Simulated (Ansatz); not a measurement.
## C$_{2}$NF$_{3}$, singlet: cost against accuracy

Geometry (MP2(full)/6-31G*, from the G2/97 set):

```xyz
6

C     0.0000    0.0000   -0.3018
C     0.0000    0.0000    1.1754
F     0.0000    1.2576   -0.7627
F     1.0891   -0.6288   -0.7627
F    -1.0891   -0.6288   -0.7627
N     0.0000    0.0000    2.3543
```

Measured, as an electronic atomization energy: 639.5 kcal/mol (G2/97 heats of formation of molecule and atoms, with zero-point and thermal terms from B3LYP taken off; Curtiss et al., J. Chem. Phys. 106, 1063 (1997), Staroverov et al., J. Chem. Phys. 119, 12129 (2003)). The measured value holds scalar relativity and spin–orbit coupling, which all computed ones lack, and core correlation, which the wave-function levels lack. Atoms are taken at the same level; beside RHF, RMP2 and RCC rows they are unrestricted. Ansatz 0.2.0; the 6-31G* set has Cartesian d functions; a miss is computed less measured; times are wall times on shared hosts and scatter by a factor of two or so.

| level | basis | miss (kcal/mol) | time of the run | hardware |
| --- | --- | --- | --- | --- |
| revPBE | STO-3G | 16.2 | 1 s | 1 CPU thread |
| revPBE | cc-pVDZ | 6.0 | 1.1 s | 1 CPU thread |
| RPA-PBE | STO-3G | -204.2 | 1.2 s | 1 CPU thread |
| RHF | 6-31G | -333.6 | 1.3 s | 1 CPU thread |
| UHF | 6-31G | -333.3 | 1.3 s | 1 CPU thread |
| PBE | 6-31G | -8.7 | 1.4 s | 1 CPU thread |
| B2PLYP | STO-3G | -68.5 | 1.5 s | 1 CPU thread |
| B3LYP | cc-pVDZ | -10.4 | 1.5 s | 1 CPU thread |
| revPBE | 6-31G | -45.0 | 1.6 s | 1 CPU thread |
| SPW92 | cc-pVTZ | 152.4 | 1.7 s | H100 + 2 CPU threads |
| RPA-PBE | cc-pVTZ | -67.2 | 2 s | H100 + 2 CPU threads |
| revPBE | 6-31G* | 17.8 | 2.1 s | 1 CPU thread |
| B3LYP | cc-pVQZ | -5.0 | 2.1 s | H100 + 2 CPU threads |
| BCCD(T) | 6-31G | -137.3 | 2.2 s | 1 CPU thread |
| B2PLYP | 6-31G | -87.1 | 2.4 s | 1 CPU thread |
| B97M-V | cc-pVTZ | 1.4 | 2.5 s | H100 + 2 CPU threads |
| PBE0 | cc-pVTZ | 5.0 | 2.5 s (with forces) | H100 + 2 CPU threads |
| BCCD(T) | 6-31G* | -39.3 | 2.6 s | H100 + 2 CPU threads |
| PBE-QIDH | cc-pVTZ | -5.8 | 2.6 s | H100 + 2 CPU threads |
| r2SCAN | cc-pVTZ | 4.3 | 2.6 s (with forces) | H100 + 2 CPU threads |
| BCCD(T) | cc-pVTZ | -21.4 | 2.7 s | H100 + 2 CPU threads |
| PBE0 | 6-31G* | 9.8 | 3 s | 1 CPU thread |
| B2PLYP | cc-pVQZ | 0.7 | 3.5 s | H100 + 2 CPU threads |
| RPA-PBE | cc-pVQZ | -56.8 | 3.7 s | H100 + 2 CPU threads |
| BHLYP | cc-pVTZ | -52.7 | 3.7 s | H100 + 2 CPU threads |
| RHF | 6-31G* | -244.1 | 3.7 s | 1 CPU thread |
| B3LYP | cc-pVTZ | -4.8 | 3.9 s | H100 + 2 CPU threads |
| RHF | cc-pVDZ | -259.3 | 3.9 s | 1 CPU thread |
| r2SCAN0 | cc-pVTZ | -26.9 | 4.4 s | H100 + 2 CPU threads |
| r2SCAN | 6-31G* | 8.4 | 4.6 s | 1 CPU thread |
| wB97M-V | STO-3G | 2.5 | 4.7 s | 1 CPU thread |
| wB97X-V | cc-pVDZ | -2.9 | 4.9 s | 1 CPU thread |
| wB97M-V | cc-pVDZ | 2.2 | 5.5 s | 1 CPU thread |
| RCCSDT(Q) | STO-3G | -137.0 | 5.5 s | 1 CPU thread |
| wB97X-V | cc-pVTZ | 4.2 | 5.5 s | H100 + 2 CPU threads |
| BCCD(T) | cc-pVQZ | -9.1 | 6.5 s | H100 + 2 CPU threads |
| wB97X-V | 6-31G | -63.9 | 6.5 s | 1 CPU thread |
| CISDTQ | STO-3G | -138.9 | 8 s | H100 + 2 CPU threads |
| CISD | cc-pVDZ | -170.7 | 92 s | 1 CPU thread |
| RCCSDT(Q) | cc-pVDZ | -60.7 | 2.3 min | H100 + 2 CPU threads |

HF's time is that of a plain UHF run.

The smallest set from which on each level stays within 1 kcal/mol of its own cc-pVQZ value: RHF cc-pVTZ; UHF cc-pVTZ; PBE cc-pVTZ; r2SCAN cc-pVTZ; B3LYP cc-pVTZ; wB97M-V none (cc-pVTZ is 1.2 kcal/mol off); B2PLYP none (cc-pVTZ is 3.5 kcal/mol off); RMP2 none (cc-pVTZ is 12.6 kcal/mol off); RCCSD(T) none (cc-pVTZ is 12.3 kcal/mol off).
